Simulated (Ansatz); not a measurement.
# C3H6FNS: the cost of one run

All numbers below are computed with Ansatz 0.2.0 (RKS PBE0-D4/def2-SVP).

## Step 1: The structure to begin with

Bond lengths: F1–C2 1.365 Å, C2–N3 1.430 Å, N3–C4 1.544 Å, C4–C5 1.528 Å, C2–S6 1.820 Å, C5–S6 1.806 Å, C2–H7 1.069 Å, N3–H8 1.033 Å, C4–H9 1.154 Å, C4–H10 1.023 Å, C5–H11 1.060 Å, C5–H12 1.133 Å. Angles (14 of 22 angles, heavy atoms first): F1–C2–N3 105.8°, F1–C2–S6 110.9°, N3–C2–S6 107.2°, C2–N3–C4 107.3°, N3–C4–C5 104.4°, C4–C5–S6 107.9°, C2–S6–C5 92.6°, F1–C2–H7 110.3°, N3–C2–H7 110.4°, S6–C2–H7 112.0°, C2–N3–H8 110.1°, C4–N3–H8 103.3°, N3–C4–H9 106.9°, N3–C4–H10 113.0°.

Coordinates:

```xyz
12

F    -1.7110   -1.0879    0.9568
C    -1.3216   -0.6124   -0.2624
N     0.0051   -1.1047   -0.4671
C     0.9512   -0.2503    0.4046
C     0.5439    1.1918    0.1046
S    -1.2269    1.2048   -0.2508
H    -1.9755   -0.9737   -1.0274
H     0.3162   -0.8967   -1.4299
H     0.6990   -0.4870    1.5052
H     1.9400   -0.4561    0.2420
H     1.0736    1.5646   -0.7345
H     0.7831    1.8524    0.9930
```

## Step 2: Relaxing end A

input.yaml reads:

```yaml
crystal:
  periodic: [false, false, false]
  atoms:
    - { symbol: F, position_ang: [-1.711, -1.0879, 0.9568] }
    - { symbol: C, position_ang: [-1.3216, -0.6124, -0.2624] }
    - { symbol: "N", position_ang: [0.0051, -1.1047, -0.4671] }
    - { symbol: C, position_ang: [0.9512, -0.2503, 0.4046] }
    - { symbol: C, position_ang: [0.5439, 1.1918, 0.1046] }
    - { symbol: S, position_ang: [-1.2269, 1.2048, -0.2508] }
    - { symbol: H, position_ang: [-1.9755, -0.9737, -1.0274] }
    - { symbol: H, position_ang: [0.3162, -0.8967, -1.4299] }
    - { symbol: H, position_ang: [0.699, -0.487, 1.5052] }
    - { symbol: H, position_ang: [1.94, -0.4561, 0.242] }
    - { symbol: H, position_ang: [1.0736, 1.5646, -0.7345] }
    - { symbol: H, position_ang: [0.7831, 1.8524, 0.993] }
basis:
  gaussian: { orbitals: def2-SVP }
hamiltonian:
  xc: pbe0
  dispersion: d4
relax:
  f_tol: 0.02
  max_steps: 50
```

The run is started by

```
$ ansatz run input.yaml --threads 2 --pin off --max-ram 3072MiB --backend cpu --events-out ev --progress --plain --runs-dir out
```

Q: Estimate wall time and peak memory on 2 threads of Arm Neoverse V1, shared host.

About 35 s, with a peak of 0.29 GiB.
